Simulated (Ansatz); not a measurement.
Input file:

```yaml
crystal:
  periodic: [false, false, false]
  atoms:
    - {symbol: Si, position_ang: [0.000000, 0.000000, 0.000000]}
    - {symbol: S, position_ang: [0.000000, 0.000000, 6.716000]}
basis:
  gaussian: {orbitals: 6-31G}
correlation: {active_space: {ras: {orbitals: [15, 0, 11], electrons: 30, max_holes: 2, max_particles: 2}, fixed_orbitals: true}}
accuracy: high
```

```sh
$ ansatz run in.yaml --threads 1 --pin off --events-out ev --progress --plain --max-ram 2393MiB
```

Question: Roughly how long does this take on 1 thread of Arm Neoverse V1, shared host, and how much host memory?

Answer: 3 s wall and 0.16 GiB.

```
462 factors; integrals over basis functions are off by at most 3.1e-9 eV
mean field evaluation 1: about -18649.1736 eV, gradient 3.3e1 eV
mean field evaluation 2: about -18649.1753 eV, gradient 3.3e1 eV
mean field evaluation 4: about -18535.9111 eV, gradient 6.8e1 eV
mean field evaluation 8: about -18670.9942 eV, gradient 6.0e0 eV
mean field evaluation 16: about -18671.3972 eV, gradient 1.5e-8 eV
mean field evaluation 32: about -18671.3836 eV, gradient 1.0e-5 eV
mean field evaluation 64: about -18671.3891 eV, gradient 2.8e-2 eV
mean field evaluation 96: about -18671.3754 eV, gradient 1.8e-1 eV
mean field evaluation 128: about -18671.3836 eV, gradient 4.1e-5 eV
mean field evaluation 160: about -18671.3772 eV, gradient 1.5e-1 eV
mean field evaluation 192: about -18671.3836 eV, gradient 3.7e-5 eV
mean field evaluation 224: about -18671.3934 eV, gradient 3.9e-2 eV
mean field evaluation 256: about -18671.3971 eV, gradient 2.2e-2 eV
mean field evaluation 288: about -18671.3874 eV, gradient 8.1e-4 eV
mean field evaluation 320: about -18671.3741 eV, gradient 1.0e-1 eV
mean field evaluation 352: about -18671.3874 eV, gradient 1.4e-8 eV
mean field -18671.39720845 eV, -686.1611914829 hartree, gradient 7.5e-8 eV, S^2 0.000000; 23 other end points of the search recorded, 0 dependent functions left out
reference -18671.39720845 eV, -686.1611914829 hartree; 15, 15 occupied and 11, 11 virtual orbitals, 462 factors
state -18675.13663247 eV, -686.2986127809 hartree
Total energy: -18675.13663247 eV, -686.2986127809 hartree
```
